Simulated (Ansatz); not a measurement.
# B2H (doublet): from Hartree-Fock to the top rungs at distance B1–B2 = 5.276 Å, cc-pVDZ

How much of the correlation energy of B2H (doublet) does each wave-function method recover here?

Method: cc-pVDZ, core rule «outside noble gas», up to 2 orbitals frozen; program: Ansatz 0.2.0, Gaussian basis.

Plan: UHF; CCSD(T) on ROHF; CCSD(T) on UHF; BCCD(T) on ROHF; CISD; CCSDT(Q) on ROHF; CCSDT(Q) on UHF; CCSDTQ on ROHF; CCSDTQ on UHF; CASSCF and MRCISD+Q, 3 electrons in 3 orbitals; CASSCF and NEVPT2, 3 electrons in 3 orbitals; CASSCF and MRCISD+Q, 7 electrons in 9 orbitals; CASSCF and NEVPT2, 7 electrons in 9 orbitals; Full CI.

4 further runs of the same task are left out: 4 for a known fault of the program.

## 1. What is computed

The geometry derives from a PBE0/def2-TZVP stationary point (not a proven minimum). One bond is set to the value named and the two fragments are kept rigid.

3 atoms, charge 0, spin multiplicity 2.

Atoms are counted from 1 here; the program's logs count them from 0.

Bond lengths: B1–H3 1.177 Å.

## 2. UHF

The input, in.yaml:

```yaml
crystal:
  periodic: [false, false, false]
  atoms:
    - {symbol: B, position_ang: [0.000000, 0.000000, 1.366185]}
    - {symbol: B, position_ang: [0.000000, 0.000000, -3.909815]}
    - {symbol: H, position_ang: [0.000000, 0.000000, 2.543629]}
basis:
  gaussian: {orbitals: cc-pVDZ}
magnetization: {spin_polarized: true, initial_magnetization: 1}
hamiltonian: {xc: hf}
output: {orbitals: {seedname: orbitals}}
```

Run with:

```bash
$ ansatz run in.yaml --threads 1 --pin off --events-out ev --progress --plain --max-ram 4096MiB --backend cpu
```

The runs that follow: CCSD(T) on ROHF; CCSD(T) on UHF; BCCD(T) on ROHF; CISD; CCSDT(Q) on ROHF; CCSDT(Q) on UHF; CCSDTQ on ROHF; CCSDTQ on UHF; CASSCF and MRCISD+Q, 3 electrons in 3 orbitals; CASSCF and NEVPT2, 3 electrons in 3 orbitals; CASSCF and MRCISD+Q, 7 electrons in 9 orbitals; CASSCF and NEVPT2, 7 electrons in 9 orbitals; Full CI.

Q: Predict the results of all the runs planned. Wanted: FCI from the RHF energy; RMP2 from FCI; UMP2 from FCI; RCCSD from FCI; RCCSD(T) from FCI; UCCSD(T) from FCI; RCCSDT(Q) from FCI; UCCSDT(Q) from FCI; NEVPT2 pair from FCI.

**Answer**, as computed:

| quantity | value |
| --- | --- |
| FCI from the ROHF energy | -4.1408 eV |
| RMP2 from FCI | +32.83 kcal/mol |
| UMP2 from FCI | +35.57 kcal/mol |
| RCCSD from FCI | +1.92 kcal/mol |
| RCCSD(T) from FCI | +0.53 kcal/mol |
| UCCSD(T) from FCI | +0.60 kcal/mol |
| RCCSDT(Q) from FCI | +0.01 kcal/mol |
| UCCSDT(Q) from FCI | +0.02 kcal/mol |
| NEVPT2 pair from FCI | +29.59 kcal/mol |
| MRCISD+Q pair from FCI | -1.26 kcal/mol |
| NEVPT2 valence from FCI | +13.59 kcal/mol |
| levels within 1 kcal/mol (43 meV) | RCCSD(T), UCCSD(T), BCCD(T), RCCSDT, UCCSDT, RCCSDT(Q), UCCSDT(Q), RCCSDTQ, UCCSDTQ, MRCISD+Q valence |
| T1 diagnostic | 0.017 |
| effectively unpaired electrons | 1.18 |

In words: RCCSD(T) lands +0.53 kcal/mol from the yardstick (0.6 % of the correlation energy). MRCISD+Q pair, MRCISD+Q valence fall below full CI: the +Q correction isn't variational, and the cores differ from full CI's. One determinant dominates. Of the multireference levels listed MRCISD+Q valence comes nearest in total energy (-0.10 kcal/mol), which doesn't show that its space is the better one. These misses are within one basis, not against nature; the frozen cores of restricted and unrestricted runs differ, which can shift their rows.

Levels on UHF freeze UHF's core orbitals, full CI those of ROHF, so the U rows can settle a little off it for that reason alone.

With open shells the CI space here admits some triples and quadruples, so it is larger than plain CISD.
